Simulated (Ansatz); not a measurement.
LiFeBi3: from a trial structure to a relaxed crystal

Level of theory: DFT PBE, scalar-relativistic, plane waves, PAW (Ansatz 0.2.0). Cutoff 420 eV, Γ-centred k mesh, Gaussian smearing, collinear spin, first started from parallel moments.

LiFeBi3 was placed on the cubic perovskite structure type (Pm-3m, No. 221), with Fe in place of Sr, Li in place of Ti, Bi in place of O, at a guessed volume.

```xyz
5
Lattice="4.7810 0.0000 0.0000 0.0000 4.7810 0.0000 0.0000 0.0000 4.7810" Properties=species:S:1:pos:R:3 pbc="T T T"
Li    2.3905    2.3905    2.3905
Fe    0.0000    0.0000    0.0000
Bi    0.0000    2.3905    2.3905
Bi    2.3905    0.0000    2.3905
Bi    2.3905    2.3905    0.0000
```

Cell and atoms relax at zero pressure; the relaxation can't lower the symmetry of the start. After a coarse first stage the cell is made exact in the group found at 0.06 Å.

Energies over the elements count from the elements' standard structures at the same level, with no empirical corrections.

(1) Describe the relaxed structure.

(2) What are its volume, energy, gap and moment?

Answers

(1) It keeps Pm-3m (No. 221). The result still has the cubic perovskite structure. Conventional cell: a = 5.131 Å. Li has 6 Bi at 2.57 Å; Fe is coordinated by 12 Bi at 3.63 Å; around Bi lie 2 Li at 2.57 Å.

```xyz
5
Lattice="5.1311 0.0000 0.0000 0.0000 5.1311 0.0000 0.0000 0.0000 5.1311" Properties=species:S:1:pos:R:3 pbc="T T T"
Li    2.5656    2.5656    2.5656
Fe    0.0000    0.0000    0.0000
Bi    0.0000    2.5656    2.5656
Bi    2.5656    0.0000    2.5656
Bi    2.5656    2.5656    0.0000
```

(2) The volume per atom is 27.02 Å³, the density is 8.48 g/cm³ and the energy over the elements is 0.71 eV/atom. The gap on the 8×8×8 mesh is 0 eV (a metal) and the net moment per atom is 0.67 μB. The largest site moment is 3.38 μB.

The final run used a 8×8×8 mesh on its 5-atom cell and 0.10 eV smearing. For metals, differences of a few meV/atom aren't resolved. Spin–orbit coupling is left out. Symmetry constrained the relaxation, so the result can be a saddle point. The steps took of the order of 110 core-seconds in all.

Cost: 3 runs of about 1.8 core-minutes in all, on Arm Neoverse V2 (shared hosts).